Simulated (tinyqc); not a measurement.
Inside a calculation. Method: Hueckel theory of the pi electrons, for the molecule C=NN (SMILES; centres numbered as the heavy atoms are written). One step of it, computed by the program tinyqc.

Question. Energy, charges, bond orders. E = sum n x; q_r = z_r - P_rr; bond order p = P_rs; free valence = sqrt(3) - sum of p over the bonds of the atom.

x values: 2.081348  0.809233  -0.890581

occupations: 2.000000  2.000000  0.000000

charge and bond-order matrix P, lower triangle:
```
,1C,2N,3N
1C,0.937276
2N,0.946442,1.157118
3N,-0.316724,0.282068,1.905607
```

Centres:
```
centre,"z_r, pi electrons of the neutral centre",h
1C,1,0.000000
2N,1,0.500000
3N,2,1.500000
```

Bonds:
```
i,j,k
1,2,1
2,3,0.800000
```

Give: pi energy = 4 alpha + this times beta; pi charges; Bond orders and lengths from R = 1.517 - 0.180 p; free valence of the carbons; gap between the highest filled and the next level.

Answer.

pi energy = 4 alpha + this times beta = 5.781

pi charges: 1C 0.063, 2N -0.157, 3N 0.094

Bond orders and lengths from R = 1.517 - 0.180 p (angstrom, C-C alone):
```
bond,p,R
1-2,0.946,-
2-3,0.282,-
```

free valence of the carbons: 1C 0.786

gap between the highest filled and the next level = 1.700 |beta|
